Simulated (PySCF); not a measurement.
First SCF of a structure search on doublet Li3, at a hand-made linear chain geometry. PySCF input:

```python
from pyscf import gto, scf, dft
mol = gto.M(atom='''
Li     0.000000     0.000000     0.000000
Li     0.000000     0.000000     2.729200
Li     0.000000     0.000000    -2.729200''',
    basis={'Li': 'def2-TZVP'},
    charge=0, spin=1)
mf = dft.UKS(mol, xc='B3LYP')
mf.grids.atom_grid = (50, 194)
aux = {'Li': 'def2-universal-JKFIT'}
mf = mf.density_fit(auxbasis=aux)
mf.conv_tol = 1e-08
mf.diis_space = 10
mf.max_cycle = 60
mf.init_guess = 'minao'
mf.verbose = 4
mf.kernel()
```

Excerpt of the output (cycles alone):

```
init E= -22.4981566702668
cycle= 1 E= -22.5162235241046  delta_E= -0.0181  |g|= 0.0466  |ddm|= 0.752
cycle= 2 E= -22.5194987337162  delta_E= -0.00328  |g|= 0.0259  |ddm|= 0.312
cycle= 3 E= -22.521173198807  delta_E= -0.00167  |g|= 0.00332  |ddm|= 0.11
cycle= 4 E= -22.5212242400207  delta_E= -5.1e-05  |g|= 0.000961  |ddm|= 0.0266
cycle= 5 E= -22.5212341901057  delta_E= -9.95e-06  |g|= 0.00034  |ddm|= 0.0128
cycle= 6 E= -22.5212356431447  delta_E= -1.45e-06  |g|= 8.01e-05  |ddm|= 0.00441
cycle= 7 E= -22.5212357412502  delta_E= -9.81e-08  |g|= 1.15e-05  |ddm|= 0.00117
cycle= 8 E= -22.5212357428572  delta_E= -1.61e-09  |g|= 1.74e-06  |ddm|= 0.000164
Extra cycle  E= -22.5212357428655  delta_E= -8.28e-12  |g|= 8.28e-07  |ddm|= 1.62e-05
converged SCF energy = -22.5212357428655  <S^2> = 0.76468224  2S+1 = 2.0146287
```

No lower solution of this spin was found from smeared starts or by a stability analysis within the unrestricted form.

The search for the lowest solution, 3 starts and the stability check together, took 2.9 s on 2 threads of a shared Arm Neoverse V1 host, with 42 basis functions; the process peaked at 0.26 GiB. Launch command: `OMP_NUM_THREADS=2 python axn.py task.json out`.
